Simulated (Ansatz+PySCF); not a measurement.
Results of a calculation; reference values are marked as such.
## Ansatz (development build ahead of 0.2.0) run

```yaml
crystal:
  periodic: [false, false, false]
  atoms:
    - { symbol: C, position_ang: [0.18728, 0.0, -1.0e-05] }
    - { symbol: "N", position_ang: [1.35587, 0.0, 0.0] }
    - { symbol: C, position_ang: [-1.19103, 0.0, 0.0] }
    - { symbol: H, position_ang: [-1.73431, 0.93522, 1.0e-05] }
    - { symbol: H, position_ang: [-1.73432, -0.93521, 1.0e-05] }
basis:
  gaussian: { orbitals: cc-pVTZ }
magnetization:
  spin_polarized: true
  initial_magnetization: 1
hamiltonian:
  xc: hf
correlation:
  method: mp2
  frozen_orbitals: { C: 1, H: 0, "N": 1 }
output:
  forces: true
```

The input is written out in the form of the current development build from the run's settings.

Output:

* Converged: yes
* Reference energy: -131.35204 hartree
* Correlation energy: -0.45698 hartree
* Total energy: -131.80902 hartree
* Spin squared of the determinant: 0.941
* Stability test: minimum

Forces (eV/Å):
```
atom      Fx      Fy     Fz
  C1   4.898   0.000  0.000
  N2  -4.135   0.000  0.000
  C3  -1.130   0.000  0.000
  H4   0.184  -0.180  0.000
  H5   0.184   0.180  0.000
```

Caution: the unrestricted determinant is spin contaminated; forces differ strongly between restricted and unrestricted references.
